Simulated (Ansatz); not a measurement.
```yaml
crystal:
  periodic: [false, false, false]
  atoms:
    - {symbol: F, position_ang: [0.000000, 0.000000, -1.865265]}
    - {symbol: S, position_ang: [0.000000, 0.000000, -0.155553]}
    - {symbol: Ga, position_ang: [0.000000, 0.000000, 2.020818]}
basis:
  gaussian: {orbitals: def2-TZVP}
hamiltonian: {xc: pbe0}
relax: {f_tol: 0.004, max_steps: 80}
```

```sh
$ ansatz run in.yaml --threads 1 --pin off --events-out ev --progress --plain --max-ram 2176MiB
```

Steps of the relaxation (energy above the last step; positions in Å, forces in eV/Å):

```
3
step 1, 68.0 meV
F     0.000    0.000   -1.865    0.000    0.000    1.576
S     0.000    0.000   -0.156    0.000    0.000   -1.671
Ga    0.000    0.000    2.021    0.000    0.000    0.095
```

```
3
step 2, 31.8 meV
F     0.000    0.000   -1.849    0.000    0.000    1.133
S     0.000    0.000   -0.166    0.000    0.000   -1.195
Ga    0.000    0.000    2.015    0.000    0.000    0.062
```

```
3
step 3, 1.6 meV
F     0.000    0.000   -1.811    0.000    0.000   -0.288
S     0.000    0.000   -0.191    0.000    0.000    0.300
Ga    0.000    0.000    2.002    0.000    0.000   -0.012
```

```
3
step 5, 0.0 meV
F     0.000    0.000   -1.818    0.000    0.000    0.000
S     0.000    0.000   -0.187    0.000    0.000    0.001
Ga    0.000    0.000    2.004    0.000    0.000   -0.001
```

Close pairs at the end: F1–S2 1.631 Å, S2–Ga3 2.191 Å.

A stationary point of restricted PBE0 after 5 steps (its stability towards spin polarisation wasn't tested); no frequencies were run, so it isn't proven a minimum. 18 s on 1 thread of Arm Neoverse V1, shared host.
